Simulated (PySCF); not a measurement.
# quartet NO2: U-wB97M-V/cc-pVTZ

We compute a single-point energy of quartet NO2. Input form: a Python script.

The results are computed with PySCF 2.14.0.

3 further runs of the same task are left out: 3 set aside as unsound or not needed. Runs told in other sessions of the task aren't counted.

**1. The system as given**

NO2 has 3 atoms, charge 0, and is taken as a quartet. As SMILES of the parent species, `[O]N=O`. Geometry: relaxed at GFN2-xTB. That shape belongs to the parent species and isn't relaxed for this state.

Bond lengths: O1–N2 1.181 Å, N2–O3 1.181 Å. Angles: O1–N2–O3 137.9°.

**2. A single-point energy at U-wB97M-V/cc-pVTZ**

Input file job.py:

```python
from pyscf import gto, dft

system = gto.M(
    atom='''
O      0.381139    -2.064337    -0.009184
N     -0.468425    -0.015855    -0.257400
O      0.087268     2.080192     0.266584
''',
    basis='cc-pvtz',
    max_memory=1860,
    charge=0,
    spin=3,
    verbose=3,
    unit='bohr',
)

calc0 = dft.UKS(system, xc='wb97m-v')
calc0.grids.level = 5
calc0.nlcgrids.level = 1
calc0.conv_tol = 1e-10
calc0.kernel()
if not calc0.converged:
    calc0 = calc0.newton().run(calc0.mo_coeff, calc0.mo_occ)

e_tot = calc0.e_tot
print('Final energy', e_tot)
```

Launch:

```bash
$ OMP_NUM_THREADS=1 python job.py
```

Q: Predict the results. Wanted: total energy; dipole moment; HOMO energy; LUMO energy; ⟨S²⟩.

Answer, from the run:

At U-wB97M-V/cc-pVTZ:

| quantity | value |
| --- | --- |
| total energy | -204.92587 Eh |
| dipole moment | 0.01 D |
| HOMO energy (highest over α and β) | -7.42 eV |
| LUMO energy (lowest over α and β) | -4.10 eV |
| ⟨S²⟩ | 3.760 |
